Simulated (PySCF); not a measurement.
Molecule: `B(=O)F`, BFO.

Geometry:
```csv
atom,x (Å),y (Å),z (Å)
O1,-1.228,0.112,0.009
B2,-0.024,0.071,-0.014
F3,1.258,0.025,-0.040
```

Spin–spin couplings on one PBE0-D3(BJ)/def2-SVP geometry, PySCF 2.14.0 with density-fitted response routines, gas phase, non-relativistic, equivalent pairs averaged; isotopes 11B, 19F, 17O; functional B3LYP.

**Question.** How do the couplings (Hz) change with the basis set? Times are CPU seconds on shared hosts with different chips, so compare them loosely. Far from the basis limit: pcJ-0, 6-31G*, cc-pVTZ, def2-TZVP.

**Answer.** 
```
    basis set  functions  1J(B2,F3)  1J(O1,B2)  2J(O1,F3)  core-s
        pcJ-0         39     -336.7       33.1      -60.8     1.4
       6-31G*         42       32.6      -22.1       -2.1    0.83
        pcJ-1         81      -72.1      -18.7        1.9     2.5
      cc-pVTZ         90     -250.2      -28.1        0.2     1.7
    def2-TZVP         93      -71.4      -16.9       12.7     3.1
aug-cc-pVTZ-J        138      -49.6      -20.2       11.4       5
        pcJ-2        153      -52.2      -20.4        8.3     5.7
```

The Fermi-contact term samples the wavefunction at the nucleus, which is why sets with added tight s functions (names with J) are made for couplings.
